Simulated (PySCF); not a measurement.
Molecule: SMILES [BH3-][PH3+], BH6P.

Atom-mapped SMILES (the numbers label the heavy atoms): `[BH3-:1][PH3+:2]` (H(Xn): hydrogen on atom n).

Geometry PBE0-D3(BJ)/def2-SVP throughout; GIAO in PySCF, gas phase, one conformer, non-relativistic; equivalent atoms averaged; basis pcSseg-2.

**Question.** How do the shifts δ (against BF3·OEt2, H3PO4, TMS at the same level) depend on the functional? (ppm; last column core-seconds on 1 thread of an Arm Neoverse V1, shared host; the GGAs took longer than the global hybrids here, which isn't the general rule, and the cause wasn't traced)

**Answer.** 
| functional | kind | B1 | P2 | H(P2) | H(B1) | core-s |
| --- | --- | --- | --- | --- | --- | --- |
| HF | Hartree–Fock | -41.4 | -108.8 | 4.03 | 0.93 | 3 |
| LDA | LDA | -58.3 | -164.0 | 4.46 | 1.08 | 8 |
| PBE | GGA | -55.3 | -145.5 | 4.37 | 1.09 | 9.6 |
| BLYP | GGA | -52.4 | -134.0 | 4.32 | 1.11 | 9.6 |
| BP86 | GGA | -54.3 | -142.2 | 4.36 | 1.09 | 9.6 |
| OPBE | GGA | -54.1 | -141.3 | 4.38 | 1.06 | 10 |
| KT2 | GGA | -52.4 | -145.7 | 4.30 | 1.07 | 9.7 |
| KT3 | GGA | -50.3 | -132.4 | 4.25 | 1.06 | 9.2 |
| B97-D | GGA | -50.4 | -129.5 | 4.33 | 1.07 | 9.1 |
| B3LYP | global hybrid | -50.3 | -132.1 | 4.22 | 1.05 | 5.8 |
| PBE0 | global hybrid | -52.3 | -141.6 | 4.24 | 1.03 | 6.1 |
| mPW1PW91 | global hybrid | -51.6 | -138.6 | 4.23 | 1.03 | 6.2 |

**Question.** Which nucleus moves most, in ppm?

**Answer.** P2 (phosphorus bonded to B, 3 H): from -164.0 ppm with LDA to -108.8 ppm with HF. The smallest spread is 0.18 ppm, at H(B1).
